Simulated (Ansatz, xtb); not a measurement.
System: AlF$_{3}$ (charge -1, doublet). 
Structure (B3LYP-D3(BJ)/def2-TZVP (Ansatz, a quantum-chemistry and plane-wave program) minimum search):
```xyz
4

Al    -0.0885     0.1567     0.3654
F     -1.3258    -0.9060    -0.1511
F      0.0733     1.3983    -0.8005
F      1.3803    -0.7186     0.4238
```
Charge -1, spin multiplicity 2.

Harmonic wavenumbers from GFN2-xTB (xtb, at its own minimum), cm⁻¹: 49, 64, 130, 416, 539, 542.

Give the harmonic wavenumbers at B3LYP-D3(BJ)/def2-TZVP (Ansatz, finite differences of forces, unscaled).

221, 221, 319, 630, 730, 730 cm⁻¹. Zero-point energy 4.1 kcal/mol.

From these and the geometry, give the ideal-gas thermochemistry at 298.15 K and 1 atm (rigid rotor, harmonic oscillator).

Point group C3v, rotational symmetry number 3. Rotational constants 6.341, 6.341, 3.46 GHz. S(trans) 39.20, S(rot) 23.07, S(vib) 6.17, S(elec, spin only) 1.38, S 69.8 cal/(mol K). H(298) - H(0) 3.50 kcal/mol; G - E(el) -13.2 kcal/mol.
